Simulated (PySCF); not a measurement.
**Question.** Give a PBE0-D3(BJ)/def2-SVP geometry of InChI=1S/C4H10/c1-3-4-2/h3-4H2,1-2H3.

**Answer.** 
```xyz
14
C4H10 angstrom
C      1.8855   -0.5178    0.3700
C      0.4524   -0.0722    0.6114
C     -0.4446   -0.2193   -0.6110
C     -1.8776    0.2266   -0.3696
H      2.3557    0.0679   -0.4365
H      2.5066   -0.4000    1.2710
H      1.9297   -1.5780    0.0724
H      0.4417    0.9819    0.9421
H      0.0194   -0.6493    1.4482
H     -0.4342   -1.2735   -0.9415
H     -0.0116    0.3575   -1.4479
H     -1.9218    1.2873   -0.0735
H     -2.4992    0.1075   -1.2701
H     -2.3474   -0.3580    0.4380
```

Orientation and origin are arbitrary. Atoms count from 1 in this order. All 3 C–C bonds measure 1.520 to 1.523 Å. The 4 heavy atoms lie in one plane (0.000 Å rms).

Bonds between heavy atoms (Å): C1–C2 1.520, C2–C3 1.523, C3–C4 1.520.

Computed, not measured: PBE0-D3(BJ)/def2-SVP geometry optimisation, gas phase in PySCF.

Point group: C2h (tolerance 0.08 Å). Not checked by PBE0-D3(BJ)/def2-SVP frequencies. One conformer, not necessarily the lowest (C1–C2–C3–C4 180°).
